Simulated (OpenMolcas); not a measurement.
# F2 (fluorine): levels of theory compared

We compute a comparison of 3 runs (MP2/6-31G*, MP2/6-311++G(2d,2p), MP2/6-311++G(3df,3pd)) of F2 (fluorine). 

The results are computed with OpenMolcas 26.06.

## 1. Starting point

The species is F2 (2 atoms), meant as a singlet with charge 0. As SMILES, `FF`. Geometry: relaxed at PBE0-D4/def2-TZVP.

Bond lengths: F1–F2 1.376 Å.

## 2. The energy at MP2/6-31G(d) (spherical functions) (run 1)

The input, job.inp:

```
&GATEWAY
 BasLib = $CurrDir
 Coord
 2
 bohr
 F     -1.10341108     0.40137783    -0.55746921
 F      1.10341108    -0.40137783     0.55746921
 Basis = 6-31Gs
 Group = NoSym

&SEWARD

&SCF
 PrOrbitals = 0

&MBPT2
 Frozen = 2
```

The basis set 6-31G* is read from a file made from the Basis Set Exchange's data (not shown).

On the command line:

```
export MOLCAS_MEM=1860
pymolcas job.inp > job.log
```

Log:

```text
--- Start Module: gateway ---
[...]
--- Stop Module: gateway /rc=_RC_ALL_IS_WELL_ ---
[...]
      Basis functions           28
[...]
--- Start Module: scf ---
[...]
       Convergence after   8 Iterations
[...]
::    Total SCF energy                               -198.6727173884
[...]
      Total spin, S                                     0.0000000000
[...]
      Total electronic charge=   18.000000
      Total            charge=   -0.000000
[...]
      Dipole Moment (debye):
      Origin of the operator (angstrom)=    0.0000    0.0000    0.0000
                   X= -3.0188E-14               Y=  7.3362E-15               Z= -6.1942E-15           Total=  3.1678E-14
      Quadrupole Moment (debye*angstrom):
[...]
--- Stop Module: scf /rc=_RC_ALL_IS_WELL_ ---
--- Start Module: mbpt2 ---
[...]
WARNING!
Default frozen orbitals as non valence orbitals is overwritten by user input.
Default values:   2
[...]
       Reference weight ( Cref**2 )         =        0.91691
::    Total MBPT2 energy                             -199.0280471380
[...]
      Total MBPT2 calculations                           0.03      0.03
--- Stop Module: mbpt2 /rc=_RC_ALL_IS_WELL_ ---
[...]
```

Wall time 1.4 s (1 thread of Arm Neoverse V2, shared host); peak memory 0.37 GiB.

## 3. The energy at MP2/6-311++G(2d,2p) (run 2)

The input, job.input:

```
&GATEWAY
BasLib=$CurrDir
Coord
2
bohr
F     -1.10341108     0.40137783    -0.55746921
F      1.10341108    -0.40137783     0.55746921
Basis=6-311ppG2d2p
Group=NoSym
&SEWARD
&SCF
PrOrbitals=0
&MBPT2
Frozen=2
```

The basis set 6-311++G(2d,2p) is read from a file made from the Basis Set Exchange's data (not shown).

On the command line:

```
export MOLCAS_MEM=1860
pymolcas job.input > job.log
```

Log:

```text
--- Start Module: gateway ---
[...]
--- Stop Module: gateway /rc=_RC_ALL_IS_WELL_ ---
[...]
      Basis functions           54
[...]
--- Start Module: scf ---
[...]
       Convergence after   9 Iterations
[...]
::    Total SCF energy                               -198.7429735639
[...]
      Total spin, S                                     0.0000000000
[...]
      Total electronic charge=   18.000000
      Total            charge=   -0.000000
[...]
      Dipole Moment (debye):
      Origin of the operator (angstrom)=    0.0000    0.0000    0.0000
                   X= -2.5949E-14               Y=  5.9962E-15               Z=  3.5183E-15           Total=  2.6864E-14
      Quadrupole Moment (debye*angstrom):
[...]
--- Stop Module: scf /rc=_RC_ALL_IS_WELL_ ---
--- Start Module: mbpt2 ---
[...]
WARNING!
Default frozen orbitals as non valence orbitals is overwritten by user input.
Default values:   2
[...]
       Reference weight ( Cref**2 )         =        0.90738
::    Total MBPT2 energy                             -199.2142466095
[...]
      Total MBPT2 calculations                           0.06      0.06
--- Stop Module: mbpt2 /rc=_RC_ALL_IS_WELL_ ---
[...]
```

Wall time 1.9 s (1 thread of Arm Neoverse V2, shared host); peak memory 0.39 GiB.

## 4. A single-point energy at MP2/6-311++G(3df,3pd) (run 3)

The input, job.input:

```
&GATEWAY
 BASLIB
 $CurrDir
 COORD
 2
 bohr
 F     -1.10341108     0.40137783    -0.55746921
 F      1.10341108    -0.40137783     0.55746921
 BASIS
 6-311ppG3df3pd
 GROUP
 NoSym

&SEWARD

&SCF
 PRORBITALS
 0

&MBPT2
 FROZEN
 2
```

The basis set 6-311++G(3df,3pd) is read from a file made from the Basis Set Exchange's data (not shown).

On the command line:

```
export MOLCAS_MEM=1860
pymolcas job.input > job.log
```

Log:

```text
--- Start Module: gateway ---
[...]
--- Stop Module: gateway /rc=_RC_ALL_IS_WELL_ ---
[...]
      Basis functions           78
[...]
--- Start Module: scf ---
[...]
       Convergence after   9 Iterations
[...]
::    Total SCF energy                               -198.7466915097
[...]
      Total spin, S                                     0.0000000000
[...]
      Total electronic charge=   18.000000
      Total            charge=   -0.000000
[...]
      Dipole Moment (debye):
      Origin of the operator (angstrom)=    0.0000    0.0000    0.0000
                   X= -6.0913E-15               Y= -4.6039E-16               Z= -1.9098E-14           Total=  2.0051E-14
      Quadrupole Moment (debye*angstrom):
[...]
--- Stop Module: scf /rc=_RC_ALL_IS_WELL_ ---
[...]
--- Start Module: mbpt2 ---
[...]
WARNING!
Default frozen orbitals as non valence orbitals is overwritten by user input.
Default values:   2
[...]
       Reference weight ( Cref**2 )         =        0.90323
::    Total MBPT2 energy                             -199.2670640006
[...]
      Total MBPT2 calculations                           0.13      0.15
--- Stop Module: mbpt2 /rc=_RC_ALL_IS_WELL_ ---
[...]
```

It took 3.6 s on 1 thread of Arm Neoverse V2, shared host; peak memory 0.44 GiB.

## 5. Overview of the runs

```
run                             level  energy (Eh)  dipole moment (D) of the reference  HOMO energy (eV)  LUMO energy (eV)  wall time
  1  MP2/6-31G* (spherical functions)  -199.028047                                0.00            -17.68              3.77      1.4 s
  2               MP2/6-311++G(2d,2p)  -199.214247                                0.00            -18.02              2.53      1.9 s
  3             MP2/6-311++G(3df,3pd)  -199.267064                                0.00            -18.01              2.59      3.6 s
```

## 6. What came out

| quantity | value |
| --- | --- |
| run 3: total energy | -199.26706 Eh |
| run 3: dipole moment (mean-field density) | 0.00 D |
| run 3: HOMO energy (Hartree–Fock orbitals) | -18.01 eV |
| run 3: LUMO energy (Hartree–Fock orbitals) | 2.59 eV |
| run 3: HOMO–LUMO gap (Hartree–Fock orbitals) | 20.60 eV |
| run 3: correlation energy (2 core orbitals frozen) | -520.4 mEh |

Over the runs the total energy spans 6.504 eV. All runs together took 6.9 s, the longest 3.6 s.
